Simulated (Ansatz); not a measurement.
# Nudged elastic band run: C₄H₁₀O₂

input.yaml

```yaml
crystal:
  periodic: [false, false, false]
  atoms:
    - { symbol: C, position_ang: [-1.249087, -1.369919, 1.284884] }
    - { symbol: O, position_ang: [-0.364384, -1.467258, 0.20384] }
    - { symbol: C, position_ang: [0.319308, -0.303335, -0.079719] }
    - { symbol: C, position_ang: [1.316222, -0.605787, -1.175026] }
    - { symbol: O, position_ang: [-0.607188, 0.678254, -0.472277] }
    - { symbol: C, position_ang: [-0.197849, 1.994719, -0.274952] }
    - { symbol: H, position_ang: [-1.69532, -2.362001, 1.436561] }
    - { symbol: H, position_ang: [-0.722004, -1.074475, 2.213792] }
    - { symbol: H, position_ang: [-2.051108, -0.637942, 1.092446] }
    - { symbol: H, position_ang: [0.842191, 0.064971, 0.837894] }
    - { symbol: H, position_ang: [2.018384, -1.384903, -0.847374] }
    - { symbol: H, position_ang: [0.772868, -0.964198, -2.060731] }
    - { symbol: H, position_ang: [1.889515, 0.292283, -1.445883] }
    - { symbol: H, position_ang: [0.062207, 2.19547, 0.78385] }
    - { symbol: H, position_ang: [-1.033275, 2.650511, -0.557279] }
    - { symbol: H, position_ang: [0.676523, 2.271012, -0.895725] }
basis:
  gaussian: { orbitals: def2-SVP }
hamiltonian:
  xc: pbe0
  dispersion: d4
neb:
  order_check: false
  images: 5
  f_tol: 0.05
  max_iterations: 56
  spring: 50.0
  final_atoms:
    - { symbol: C, position_ang: [-1.32263172, -1.36170374, 1.21503634] }
    - { symbol: O, position_ang: [-0.43645482, -1.45548668, 0.13472384] }
    - { symbol: C, position_ang: [0.30575465, -0.31590239, -0.09365597] }
    - { symbol: C, position_ang: [1.29069402, -0.61707817, -1.1995617] }
    - { symbol: O, position_ang: [-0.5685658, 0.72833207, -0.44280207] }
    - { symbol: C, position_ang: [-0.097248, 2.01192625, -0.1791947] }
    - { symbol: H, position_ang: [-1.8200599, -2.3354292, 1.31846888] }
    - { symbol: H, position_ang: [-0.7872843, -1.13639566, 2.1587485] }
    - { symbol: H, position_ang: [-2.0841097, -0.58145916, 1.05200116] }
    - { symbol: H, position_ang: [0.8429776, -0.01595288, 0.84033654] }
    - { symbol: H, position_ang: [1.90197721, 0.2664217, -1.43287124] }
    - { symbol: H, position_ang: [1.95778977, -1.43897279, -0.90452] }
    - { symbol: H, position_ang: [0.73322487, -0.91439176, -2.09915704] }
    - { symbol: H, position_ang: [0.18112811, 2.14220321, 0.88610076] }
    - { symbol: H, position_ang: [-0.9040609, 2.71962769, -0.41583579] }
    - { symbol: H, position_ang: [0.78387191, 2.28166351, -0.79351649] }
  initial_path:
    images:
      - { positions_ang: [[-1.249087, -1.369919, 1.284884], [-0.364384, -1.467258, 0.20384], [0.319308, -0.303335, -0.079719], [1.316222, -0.605787, -1.175026], [-0.607188, 0.678254, -0.472277], [-0.197849, 1.994719, -0.274952], [-1.69532, -2.362001, 1.436561], [-0.722004, -1.074475, 2.213792], [-2.051108, -0.637942, 1.092446], [0.842191, 0.064971, 0.837894], [2.018384, -1.384903, -0.847374], [0.772868, -0.964198, -2.060731], [1.889515, 0.292283, -1.445883], [0.062207, 2.19547, 0.78385], [-1.033275, 2.650511, -0.557279], [0.676523, 2.271012, -0.895725]] }
      - { positions_ang: [[-1.22064725, -1.39665542, 1.32570338], [-0.35149681, -1.49440319, 0.23473699], [0.30007186, -0.30393228, -0.07512786], [1.33536016, -0.60214176, -1.17012216], [-0.63166545, 0.65630438, -0.49497832], [-0.21953934, 1.99248939, -0.32458345], [-1.65673422, -2.37288719, 1.50611371], [-0.69930192, -1.04782491, 2.22991659], [-2.05183481, -0.67249015, 1.11952822], [0.83461496, 0.07351022, 0.84293656], [1.68148679, -1.36578569, -1.17629709], [1.0039198, -0.52325337, -1.94557417], [2.02561586, -0.054809, -1.19467286], [0.01442434, 2.21172983, 0.73518804], [-1.04693136, 2.63215825, -0.63041493], [0.65966038, 2.24539292, -0.93805165]] }
      - { positions_ang: [[-1.1922075, -1.42339185, 1.36652276], [-0.33860962, -1.52154839, 0.26563398], [0.28083571, -0.30452957, -0.07053671], [1.35449832, -0.59849652, -1.16521831], [-0.6561429, 0.63435475, -0.51767965], [-0.24122967, 1.99025977, -0.37421491], [-1.61814844, -2.38377339, 1.57566642], [-0.67659984, -1.02117482, 2.24604119], [-2.05256162, -0.7070383, 1.14661044], [0.82703893, 0.08204945, 0.84797913], [1.34458959, -1.34666839, -1.50522019], [1.2349716, -0.08230874, -1.83041734], [2.16171671, -0.40190101, -0.94346273], [-0.03335832, 2.22798965, 0.68652609], [-1.06058771, 2.6138055, -0.70355086], [0.64279775, 2.21977383, -0.98037831]] }
      - { positions_ang: [[-1.16376775, -1.45012827, 1.40734215], [-0.32572243, -1.54869358, 0.29653096], [0.26159957, -0.30512685, -0.06594557], [1.37363648, -0.59485128, -1.16031447], [-0.68062035, 0.61240513, -0.54038097], [-0.26292001, 1.98803016, -0.42384636], [-1.57956266, -2.39465958, 1.64521913], [-0.65389776, -0.99452473, 2.26216578], [-2.05328843, -0.74158645, 1.17369266], [0.81946289, 0.09058867, 0.85302169], [1.00769238, -1.32755108, -1.83414328], [1.46602341, 0.3586359, -1.71526051], [2.29781757, -0.74899301, -0.69225259], [-0.08114098, 2.24424948, 0.63786413], [-1.07424407, 2.59545275, -0.77668679], [0.62593513, 2.19415475, -1.02270496]] }
      - { positions_ang: [[-1.2167224, -1.42065343, 1.34324021], [-0.36263323, -1.51762461, 0.24259526], [0.27631793, -0.3087187, -0.07518237], [1.34598899, -0.60226024, -1.17339688], [-0.64326883, 0.65104744, -0.50785467], [-0.20769601, 1.99599552, -0.34229581], [-1.65972841, -2.37491612, 1.53630238], [-0.69835994, -1.04181504, 2.22769336], [-2.06356219, -0.68821068, 1.13312883], [0.82730113, 0.05507482, 0.84879331], [1.30578732, -0.79622682, -1.70038594], [1.62994553, -0.240567, -1.44501367], [1.77628667, -0.80412593, -1.16122074], [0.00628205, 2.21023405, 0.72060968], [-1.01751635, 2.6368444, -0.65640312], [0.67858072, 2.22332434, -0.9463088]] }
      - { positions_ang: [[-1.26967706, -1.39117859, 1.27913828], [-0.39954403, -1.48655564, 0.18865955], [0.29103629, -0.31231054, -0.08441917], [1.31834151, -0.60966921, -1.18647929], [-0.60591731, 0.68968976, -0.47532837], [-0.152472, 2.00396088, -0.26074526], [-1.73989416, -2.35517266, 1.42738563], [-0.74282212, -1.08910535, 2.19322093], [-2.07383594, -0.63483492, 1.092565], [0.83513937, 0.01956097, 0.84456492], [1.60388227, -0.26490256, -1.56662859], [1.79386765, -0.83976989, -1.17476684], [1.25475577, -0.85925884, -1.63018889], [0.09370508, 2.17621863, 0.80335522], [-0.96078863, 2.67823604, -0.53611946], [0.73122632, 2.25249392, -0.86991264]] }
      - { positions_ang: [[-1.32263172, -1.36170374, 1.21503634], [-0.43645482, -1.45548668, 0.13472384], [0.30575465, -0.31590239, -0.09365597], [1.29069402, -0.61707817, -1.1995617], [-0.5685658, 0.72833207, -0.44280207], [-0.097248, 2.01192625, -0.1791947], [-1.8200599, -2.3354292, 1.31846888], [-0.7872843, -1.13639566, 2.1587485], [-2.0841097, -0.58145916, 1.05200116], [0.8429776, -0.01595288, 0.84033654], [1.90197721, 0.2664217, -1.43287124], [1.95778977, -1.43897279, -0.90452], [0.73322487, -0.91439176, -2.09915704], [0.18112811, 2.14220321, 0.88610076], [-0.9040609, 2.71962769, -0.41583579], [0.78387191, 2.28166351, -0.79351649]] }
```

Command:

```bash
$ ansatz run input.yaml --threads 2 --pin off --max-ram 3072MiB --backend cpu --events-out ev --progress --plain --runs-dir out
```

Output, in part (warnings, iteration lines, the closing report on the highest movable image, with atoms numbered from 0):

```
NEB end point (image 0): max|allowed force component| = 1.267e-2 eV/Å (the criterion of neb.relax_end_points is 1.000e-2)
NEB end point (image 6): max|allowed force component| = 3.722e-3 eV/Å (the criterion of neb.relax_end_points is 1.000e-2)
NEB iter   1: max|band force component| = 2.182e2 eV/Å  barrier→ = 69.3105 eV  barrier← = 69.3107 eV  Δτ_max = 0.1998 Å  (185 SCF iters)
NEB iter   2: max|band force component| = 7.178e1 eV/Å  barrier→ = 26.3601 eV  barrier← = 26.3603 eV  Δτ_max = 0.1906 Å  (147 SCF iters)
NEB iter   3: max|band force component| = 3.631e1 eV/Å  barrier→ = 14.2967 eV  barrier← = 14.2969 eV  Δτ_max = 0.1962 Å  (143 SCF iters)
NEB iter   4: max|band force component| = 1.661e1 eV/Å  barrier→ = 7.2069 eV  barrier← = 7.2071 eV  Δτ_max = 0.1663 Å  (141 SCF iters)
NEB iter   5: max|band force component| = 8.467e0 eV/Å  barrier→ = 2.8901 eV  barrier← = 2.8902 eV  Δτ_max = 0.1981 Å  (143 SCF iters)
NEB iter   6: max|band force component| = 3.837e0 eV/Å  barrier→ = 0.8207 eV  barrier← = 0.8208 eV  Δτ_max = 0.2000 Å  (134 SCF iters)
NEB iter   7: max|band force component| = 2.213e0 eV/Å  barrier→ = 0.6852 eV  barrier← = 0.6853 eV  Δτ_max = 0.1934 Å  (139 SCF iters)
NEB iter   8: max|band force component| = 5.598e0 eV/Å  barrier→ = 0.7686 eV  barrier← = 0.7688 eV  Δτ_max = 0.1041 Å  (137 SCF iters)
NEB iter   9: max|band force component| = 2.433e0 eV/Å  barrier→ = 0.2724 eV  barrier← = 0.2726 eV  Δτ_max = 0.1939 Å  (127 SCF iters)
NEB iter  10: max|band force component| = 1.120e0 eV/Å  barrier→ = 0.1518 eV  barrier← = 0.1519 eV  Δτ_max = 0.0696 Å  (133 SCF iters)
NEB iter  11: max|band force component| = 1.539e-1 eV/Å  barrier→ = 0.1044 eV  barrier← = 0.1045 eV  CI = image 5  Δτ_max = 0.1973 Å  (120 SCF iters)
NEB iter  12: max|band force component| = 1.325e-1 eV/Å  barrier→ = 0.1300 eV  barrier← = 0.1301 eV  CI = image 5  Δτ_max = 0.1519 Å  (135 SCF iters)
NEB iter  13: max|band force component| = 1.095e-1 eV/Å  barrier→ = 0.1346 eV  barrier← = 0.1347 eV  CI = image 5  Δτ_max = 0.0257 Å  (139 SCF iters)
NEB iter  14: max|band force component| = 3.618e-2 eV/Å  barrier→ = 0.1342 eV  barrier← = 0.1344 eV  CI = image 5  Δτ_max = 0.0000 Å  (261 SCF iters)
Total energy: -8389.00212242 eV, -308.2901417292 hartree
Atom 0 at    -1.322699    -1.394129     1.233687 Å, force    -0.003301    -0.001889     0.007609 eV/Å
Atom 1 at    -0.434463    -1.460640     0.152828 Å, force     0.002149     0.005893     0.002623 eV/Å
Atom 2 at     0.289744    -0.306548    -0.061493 Å, force     0.009061    -0.005413    -0.036170 eV/Å
Atom 3 at     1.300420    -0.578465    -1.173461 Å, force     0.012328     0.008256    -0.003487 eV/Å
Atom 4 at    -0.607831     0.723989    -0.392948 Å, force     0.000841    -0.010727     0.012111 eV/Å
Atom 5 at    -0.097291     2.008645    -0.232362 Å, force     0.001125     0.004255     0.003378 eV/Å
Atom 6 at    -1.796324    -2.380391     1.329934 Å, force    -0.001196     0.000558     0.000594 eV/Å
Atom 7 at    -0.791783    -1.162848     2.178552 Å, force    -0.000739     0.000770    -0.001599 eV/Å
Atom 8 at    -2.101885    -0.630645     1.077104 Å, force    -0.001932     0.000596     0.000470 eV/Å
Atom 9 at     0.809247    -0.007233     0.882634 Å, force    -0.007528     0.001297     0.001028 eV/Å
Atom 10 at     1.117292     0.092064    -2.025355 Å, force    -0.003088    -0.003286     0.009545 eV/Å
Atom 11 at     2.338247    -0.445920    -0.837590 Å, force    -0.003957     0.003465     0.002529 eV/Å
Atom 12 at     1.175500    -1.612904    -1.519924 Å, force    -0.005268    -0.003097     0.002550 eV/Å
Atom 13 at     0.269366     2.183534     0.799572 Å, force     0.000333     0.000836    -0.000924 eV/Å
Atom 14 at    -0.907706     2.721490    -0.439276 Å, force     0.000966     0.000064    -0.000405 eV/Å
Atom 15 at     0.737169     2.227401    -0.927601 Å, force     0.000205    -0.001577     0.000148 eV/Å
Dipole moment:     0.171862     0.249393     0.205866 e Å
```

The run converged. The profile has 2 maxima (images 2, 5) with wells between them (image 3): this band takes more than one step, which may be the mechanism or a detour left from its start path. Another band between the same ends (5 images) ends at a top of the same energy, where a vibrational analysis finds 1 clearly imaginary mode.

Final band (atoms are numbered from 1 in the order of the input):

| image | path coordinate (Å) | energy (eV) | dihedral O5–C3–C4–H11 (°) |
| --- | --- | --- | --- |
| 0 | 0.00 | 0.000 | -179 |
| 1 | 1.10 | 0.081 | -145 |
| 2 | 2.20 | 0.123 | -107 |
| 3 | 3.29 | 0.010 | -71 |
| 4 | 4.39 | 0.043 | -38 |
| 5 | 5.49 | 0.134 | 0 |
| 6 | 7.21 | 0.000 | 60 |

Run time: 5.2 min on 2 threads of Arm Neoverse V2, with other jobs on the host, peak memory 0.36 GiB.
